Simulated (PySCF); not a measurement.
Species: nitric acid, HNO3.
SMILES: `O=[N+]([O-])O`

All values: CAM-B3LYP/def2-SVPD (PySCF, non-relativistic), on one gas-phase PBE0-D3(BJ)/def2-SVP geometry that isn't relaxed in the solvent. The solvent is an IEF-PCM continuum (van der Waals radii × 1.2), and excitations are vertical TDDFT with non-equilibrium linear response and a frozen core. Specific hydrogen bonds and non-electrostatic terms are outside this model.

Gas-phase singlets (H = HOMO, L = LUMO):

```tsv
state	E (eV)	λ (nm)	f	leading configurations
S1	4.898	253	0.000	H→L 99%
S2	5.994	207	0.000	H-2→L 99%
S3	7.473	166	0.164	H-1→L 78%, H-3→L 9%
S4	7.694	161	0.074	H-3→L 83%, H-1→L 10%
S5	8.613	144	0.019	H→L+1 84%
```

**Question.** What are the lowest 5 singlets in benzene (ε = 2.271)?

**Answer.** 
```
state  E (eV)  λ (nm)      f  leading configurations  change by rank (eV)
   S1   4.922     252  0.000                 H→L 99%               +0.024
   S2   5.997     207  0.000               H-2→L 99%               +0.003
   S3   7.352     169  0.220               H-1→L 84%               -0.121
   S4   7.556     164  0.099               H-3→L 87%               -0.138
   S5   8.803     141  0.017               H→L+1 86%               +0.190
```

**Question.** Give the list for methanol (ε = 32.61), n² = 1.77.

**Answer.** 
```
state  E (eV)  λ (nm)      f  leading configurations  change by rank (eV)
   S1   4.956     250  0.000                 H→L 99%               +0.058
   S2   6.020     206  0.000               H-2→L 99%               +0.026
   S3   7.384     168  0.159    H-1→L 56%, H-3→L 36%               -0.089
   S4   7.502     165  0.154    H-3→L 58%, H-1→L 36%               -0.192
   S5   8.985     138  0.014               H→L+1 87%               +0.372
```

**Question.** The ground-state energy changes by -0.277 eV from gas to methanol. By how much does the total energy of gas-phase S1 change?

**Answer.** E(S1) = E(S0) + excitation energy, so it changes by -0.277 + 0.058 = -0.219 eV: it is lowered less than the ground state, which is what a blue shift means. This is the vertical state, with the slow part of the continuum still set for S0.

**Question.** How do the frontier levels move from gas to methanol?

**Answer.** 
| orbital | gas (eV) | solvent (eV) | change (eV) |
| --- | --- | --- | --- |
| LUMO+2 | 2.53 | 2.54 | +0.01 |
| LUMO+1 | 0.70 | 1.37 | +0.67 |
| LUMO | -1.08 | -0.99 | +0.09 |
| HOMO | -11.24 | -11.17 | +0.07 |
| HOMO-1 | -11.71 | -11.66 | +0.05 |
| HOMO-2 | -12.25 | -12.18 | +0.07 |
| HOMO-3 | -12.76 | -12.43 | +0.33 |

The HOMO–LUMO gap goes from 10.15 to 10.19 eV. Rows go by rank; for LUMO+2 the atom shares or the degeneracy differ between the runs, so the row needn't follow one orbital.

Time: 3.3 s of wall time; peak memory 0.42 GiB. Hardware: an Arm Neoverse V2 with one thread, no GPU, on a shared host. This is the whole response run at CAM-B3LYP/def2-SVPD in methanol, SCF included.

The values belong to the conformer `[O:1]=[N+:2]([O-:3])[OH:4]`: H–O4–N2–O1 0°.
